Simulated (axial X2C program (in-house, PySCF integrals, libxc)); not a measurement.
BH⁺: properties at the nuclei

Computed with an axial X2C code built on PySCF integrals: two-component X2C with atomic mean-field Coulomb and Gaunt terms, Gaussian nuclei, basis B dyall-v3z, H dyall-v3z with contracted cores.

R = 1.208 Å (near the PBE0 minimum at charge 1 of the determinant lowest at the starting distance; the state shown can have its own minimum elsewhere).

Determinant lowest in the PBE0 search, Ω = 1/2 (⟨Sz⟩ = 0.50, ⟨Lz⟩ = 0.00 at PBE0), spin on the atoms B 0.43, H 0.07:

| level | Eeff magnitude (GV/cm) | Ws magnitude B (kHz) | A∥/gI B (MHz) | qzz B (a.u.) | A∥/gI H (MHz) | qzz H (a.u.) |
| --- | --- | --- | --- | --- | --- | --- |
| PBE0 | 0.012 | 0.00944 | 568 | -0.71 | 70.1 | 0.17 |
| HF | 0.0127 | 0.00994 | 605 | -0.72 | 67 | 0.17 |
| BP86 | 0.0123 | 0.0096 | 567 | -0.72 | 70.8 | 0.17 |
| PBE | 0.0118 | 0.00932 | 561 | -0.72 | 70.9 | 0.17 |
| r2SCAN | 0.012 | 0.00956 | 575 | -0.73 | 74.3 | 0.17 |

Eeff is the effective electric field on the electron electric dipole moment in this Ω state and Ws the scalar–pseudoscalar constant of the nucleus named (defined with the proton number Z and per Ω); A∥ (defined per Ω) follows by multiplying with gI = μI/(I μN); qzz is the electric field gradient, eQq0 = 234.96 MHz × Q/barn × qzz. The operators were transformed with the bare-nucleus X2C matrices; with these basis sets, hyperfine constants and field gradients can be off by tens of per cent, and where levels differ in sign neither size nor sign is settled.

(1) With gI(11B) = 1.7924, Q(11B) = 0.04059 barn, gI(1H) = 5.5857 (g factors from the IAEA table of nuclear moments by Stone; Q from Pyykkö, Mol. Phys. 2018), turn the PBE0 values of the first state into constants in MHz.

Each state is one determinant with collinear spin. Unrestricted Hartree–Fock can overshoot spin polarisation at the nuclei. The search compared states at one distance, so a state with another bond length can lie lower.

## Answers

(1) A∥(11B) = 568 × 1.7924 = 1020 MHz; eQq0(11B) = 234.96 × (0.04059) × (-0.71) = -6.77 MHz; A∥(1H) = 70.1 × 5.5857 = 392 MHz.
